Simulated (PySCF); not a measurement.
What each rung costs, and what it gives

Saddle point of SiH₄O₂, closed shell (SiH₄O₂ ([OH][SiH2][OH]) → SiH₂O ([O][SiH2]) + H₂O (still joined by a long Si–O bond); bonds formed: O2–H4; bonds broken: O3–H4; bonds weakened to dative contacts: Si1–O2), PBE0-D4/def2-TZVP structure:

| atom | x (Å) | y (Å) | z (Å) |
| --- | --- | --- | --- |
| Si1 | -0.2189 | -0.1621 | 0.7069 |
| O2 | 0.4534 | 0.5881 | -0.8743 |
| O3 | 0.5756 | -1.4471 | 0.3256 |
| H4 | 0.8136 | -0.4167 | -0.8468 |
| H5 | -1.6933 | -0.0535 | 0.5292 |
| H6 | 0.2295 | 0.7720 | 1.7674 |
| H7 | -0.1598 | 0.7193 | -1.6079 |

Barriers are electronic and count from the start structure reached by relaxing down the imaginary mode.

PySCF 2.14 with density fitting (its default auxiliary sets; JK sets also for MP2 and CCSD(T)); basis: as named in each row; cores frozen in the correlated methods. B3LYP uses VWN-RPA correlation. Extrapolation: Hartree–Fock as exp(−7.88 √X), correlation as X^−2.97.

Times are rough, for one single point on 4 threads of a shared host (AMD EPYC 9B45).

The estimate by CCSD(T) at an estimated basis limit (MP2 extrapolated from triple and quadruple zeta, plus CCSD(T) − MP2 in triple zeta) is 226.9 kJ/mol.

```csv
method,basis,time (s),barrier (kJ/mol),method less estimate
HF,STO-3G,under 1,372.8,145.9
MP2,def2-QZVPP,1,222.1,-4.8
B3LYP-D4,6-31G,1,213.6,-13.3
PBE0-D4,def2-SVP,2,211.3,-15.6
PBE-D4,def2-SVP,2,188.3,-38.6
SPW92,def2-TZVPP,2,189.6,-37.3
CCSD(T),def2-SVP,3,221.6,-5.3
PBE0-D4,def2-TZVPP,3,219.7,-7.2
BHLYP-D4,def2-TZVPP,3,244.8,17.8
B3LYP-D4,def2-TZVPP,3,222.4,-4.5
PBE-D4,def2-TZVPP,4,198.9,-28.0
r2SCAN-D4,def2-TZVPP,6,216.5,-10.4
CCSD(T),def2-TZVPP,41,227.5,0.5
wB97M-V,def2-TZVPP,70,223.4,-3.5
```

All methods are single points on the PBE0-D4 structures.

No T1 diagnostic of these runs exceeds 0.017.

Labels in which every atom is bracketed show which atoms are joined, not bond orders.
